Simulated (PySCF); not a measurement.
## Core-level binding energies of `[C-]#CCN=C`

C4H4N (charge -1).
Geometry (GFN2-xTB, Å), atoms numbered from 1 in this order:
```xyz
9
C4H4N angstrom
C     -2.187    1.708   -0.628
C     -1.443    0.751   -0.479
C     -0.659   -0.497   -0.191
N      0.685   -0.264   -0.551
C      1.547    0.033    0.329
H     -1.048   -1.319   -0.818
H     -0.781   -0.775    0.884
H      2.537    0.342    0.012
H      1.363    0.026    1.416
```

Method: delta-SCF UKS SCAN, pcX-2 on the ionised atom, pcseg-1 elsewhere, spin-free X2C in PySCF. Vertical ΔSCF values, vacuum level as zero.

Task: Give the core binding energies atom by atom.

Result: 
```csv
atom(s),bonded to,level,binding energy (eV),above the level's lowest (eV),count
C3,"N, C and 2 H",C 1s,287.30,+4.94,1
C2,C (triple bond) and C,C 1s,282.92,+0.56,1
C1,C (triple bond),C 1s,282.36,0.00,1
```

The listed C 1s values span 4.94 eV, from C1 (bonded to C (triple bond)) to C3 (bonded to N, C and 2 H). The widest gap between neighbouring values is 4.38 eV, between 282.92 and 287.30 eV.

Task: Give the binding energy of C 1s of C2 in hartree and in kJ/mol.

Result: 282.92 eV = 10.3971 Eh = 27298 kJ/mol.

Task: Which photon wavelength matches the C 1s of C2 threshold?

Result: λ = hc/E = 12398.42 eV Å / 282.92 eV = 43.823 Å.

The list is incomplete; no value stands for C 1s of C5 (hole states with ⟨S²⟩ of 1 or more are left out). The unrestricted hole states depart most from a pure doublet (⟨S²⟩ = 0.75; over 0.85 named) for C 1s of C1 (0.87), which makes this value less certain. No level of nitrogen is listed. The species carries charge -1, so core ionisation leaves a neutral species. The basis sets have no added diffuse functions. One conformer (not necessarily the lowest) at the GFN2-xTB geometry, without solvent, vibrations or thermal averaging.
